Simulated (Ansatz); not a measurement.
Total energies of CH$_{3}$FS$_{2}$ (`FC(S)S`).

Z-matrix (Å, degrees):
```
C
S 1 1.794
S 1 1.816 2 109.7
F 1 1.370 2 112.0 3 117.2
H 1 1.090 2 110.6 3 -122.9
H 2 1.346 1 96.0 3 166.5
H 3 1.342 1 94.8 2 -62.4
```

Charge 0, multiplicity 1. The structure was optimised at the PBE0-D4/def2-TZVP level. It is one conformer, not always the lowest. Basis def2-TZVPP, the Gaussian-basis code of Ansatz.

RPA on PBE orbitals: Hartree–Fock energy of these orbitals -934.12407 Eh, correlation -1.25493 Eh (frozen core).

```csv
functional,energy without D4 (Eh),D4 term (kJ/mol)
LDA (SPW92),-932.46668,–
PBE,-935.72057,-15.2
revPBE,-936.01733,-48.4
BLYP,-936.17501,-34.4
r2SCAN,-936.08729,-3.4
B97M-V,-935.96604,–
PBE0,-935.78694,-12.7
B3LYP,-936.24203,-24.9
r2SCANh,-936.07564,-3.7
r2SCAN0,-936.05928,-4.1
HSE06 (plane-wave form),-935.76603,-11.8
BHLYP,-936.13646,-18.9
CAM-B3LYP,-936.18237,-12.8
LC-ωPBE,-935.89970,–
ωB97X-V,-936.04093,–
ωB97M-V,-936.11922,–
B2PLYP,-935.86205,–
PBE-QIDH,-935.59651,–
```

B3LYP takes the VWN-RPA correlation (the form of Gaussian; ORCA's B3LYP/G). HSE06 is the plane-wave form, built on full-range PBE exchange. The double hybrids freeze the cores in their second-order part.

LC-ωPBE has ω = 0.4 bohr⁻¹.
